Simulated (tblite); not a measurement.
C4H5S (doublet state).
SMILES with atom numbers: `[CH2:1]=[C:2][C:3]([CH3:4])=[S:5]` (hydrogens: H6, H7 on C1; H8, H9, H10 on C4)
Bond orders are those of one Lewis drawing.

Computed with GFN2-xTB (tblite), gas phase: L-BFGS steps from a force-field or distance-geometry start until the largest atomic force falls under 0.01 eV/Å.

The end geometry, which sets the zero of energy:
```
atom  x, y, z in Å
C1      2.1021    0.1565    0.1273
C2      0.8279    0.2840   -0.0211
C3     -0.4669    0.4722   -0.1905
C4     -1.4968   -0.5865    0.0596
S5     -1.0078    2.0197   -0.7364
H6      2.5952    0.3758    1.0625
H7      2.7401   -0.1863   -0.6739
H8     -2.2437   -0.2151    0.7595
H9     -1.0364   -1.4854    0.4632
H10    -2.0048   -0.8304   -0.8728
```

**Question.** These geometries come from the run, each turned onto the end geometry. Order them by energy, lowest first.
A.
```
atom  x, y, z in Å
C1      1.9864    0.0632    0.0897
C2      0.8094    0.4026   -0.3082
C3     -0.4896    0.6063   -0.3255
C4     -1.3588   -0.5394    0.0601
S5     -1.1782    2.1256   -0.6930
H6      2.1285    0.0405    1.1781
H7      2.7748   -0.2052   -0.6018
H8     -2.0189   -0.1798    0.8343
H9     -0.7729   -1.3195    0.5222
H10    -1.8719   -0.9898   -0.7785
```
B.
```
atom  x, y, z in Å
C1      2.0729    0.1079    0.1283
C2      0.8196    0.3266   -0.0757
C3     -0.4796    0.5370   -0.1856
C4     -1.4630   -0.5666    0.0586
S5     -1.1012    2.0575   -0.7103
H6      2.5560    0.3958    1.0445
H7      2.7117   -0.3234   -0.6204
H8     -2.2273   -0.2689    0.7731
H9     -0.9455   -1.4338    0.4535
H10    -1.9347   -0.8277   -0.8886
```
C.
```
atom  x, y, z in Å
C1      1.8892    0.0186    0.0996
C2      0.8851    0.7491   -0.3105
C3     -0.5164    0.7291   -0.3785
C4     -1.2437   -0.4899    0.1521
S5     -1.4051    1.9511   -1.0155
H6      1.7831   -0.9465    0.6011
H7      2.9165    0.3222   -0.0222
H8     -1.9439   -0.1624    0.9206
H9     -0.5477   -1.2039    0.5793
H10    -1.8082   -0.9630   -0.6485
```
D.
```
atom  x, y, z in Å
C1      2.0311    0.0879    0.0929
C2      0.8222    0.3783   -0.2430
C3     -0.4812    0.6004   -0.2938
C4     -1.4022   -0.5541    0.0381
S5     -1.1710    2.1473   -0.6015
H6      2.3413    0.3059    1.1171
H7      2.7469   -0.4085   -0.5578
H8     -2.1299   -0.2275    0.7808
H9     -0.8004   -1.3579    0.4630
H10    -1.9482   -0.9673   -0.8184
```
E.
```
atom  x, y, z in Å
C1      1.9528    0.0479    0.0949
C2      0.7959    0.4617   -0.3339
C3     -0.5205    0.6091   -0.3540
C4     -1.3407   -0.5352    0.0826
S5     -1.2155    2.0997   -0.7746
H6      2.0259   -0.2012    1.1504
H7      2.8241   -0.0551   -0.5608
H8     -1.9638   -0.1442    0.8734
H9     -0.7192   -1.2789    0.5489
H10    -1.8301   -0.9994   -0.7494
```

**Answer.** B (0.028 eV), D (0.129 eV), A (0.256 eV), E (0.460 eV), C (1.245 eV).

In the order of the answer:

```json
{"step": "37", "E above end (eV)": "0.028", "largest force (eV/Å)": "0.21", "rms force component (eV/Å)": "0.092", "rms distance from end (Å)": "0.083", "rms bond change (Å)": "0.003", "bond most changed (Å)": "C1–H7 -0.005"}
{"step": "27", "E above end (eV)": "0.129", "largest force (eV/Å)": "0.44", "rms force component (eV/Å)": "0.175", "rms distance from end (Å)": "0.203", "rms bond change (Å)": "0.008", "bond most changed (Å)": "C3–C4 +0.016"}
{"step": "24", "E above end (eV)": "0.256", "largest force (eV/Å)": "0.75", "rms force component (eV/Å)": "0.257", "rms distance from end (Å)": "0.279", "rms bond change (Å)": "0.011", "bond most changed (Å)": "C3=S5 -0.020"}
{"step": "22", "E above end (eV)": "0.460", "largest force (eV/Å)": "1.04", "rms force component (eV/Å)": "0.420", "rms distance from end (Å)": "0.363", "rms bond change (Å)": "0.017", "bond most changed (Å)": "C3=S5 -0.030"}
{"step": "10", "E above end (eV)": "1.245", "largest force (eV/Å)": "0.15", "rms force component (eV/Å)": "0.059", "rms distance from end (Å)": "0.685", "rms bond change (Å)": "0.042", "bond most changed (Å)": "C3=S5 -0.088"}
```

The cost below is that of the whole relaxation. The run took 0.21 s wall on Arm Neoverse V2, one thread, shared host.
